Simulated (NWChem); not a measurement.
methanol (CH₄O); SMILES CO

All runs: NWChem. The geometry was optimised at PBE0/def2-SVP.

Task: Taking PBE/def2-QZVP as the yardstick, which of these has the fewest basis functions while keeping “highest occupied level (eV)” within 0.05 eV of it: PBE/3-21G; PBE/def2-TZVPP; PBE/aug-pcseg-1; PBE/pcseg-1; PBE/pcseg-2?

Result: PBE/aug-pcseg-1 (a larger set in the list lies outside the tolerance).
```
level            basis functions  highest occupied level (eV)
---------------  ---------------  ---------------------------
PBE/3-21G                     26                        -5.14
PBE/pcseg-1                   48                        -5.97
PBE/aug-pcseg-1               82                        -6.31
PBE/pcseg-2                  116                        -6.25
PBE/def2-TZVPP               118                        -6.18
PBE/def2-QZVP                234                        -6.27
```

The yardstick is one finite set, not the basis-set limit.
